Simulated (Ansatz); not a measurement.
Solid CO2 (dry ice)

Method: r²SCAN0-D4 in Ansatz (PAW).

Cell: relaxed with r²SCAN-D4: a = b = c = 5.5032 Å, α = β = γ = 90.00°.

- lattice energy = 30 kJ/mol

Measured, for comparison: lattice energy 28 kJ/mol (sublimation enthalpy back-corrected for vibrations incl. anharmonic terms (X23); as tabulated in Klimeš (2016), arXiv:1606.06868). Computed (rounded) less measured: lattice energy +2 kJ/mol.

The computed numbers hold no vibrational or temperature effects.

It cost very roughly 50 core-seconds of CPU time.

Ansatz is a quantum-chemistry and plane-wave program.
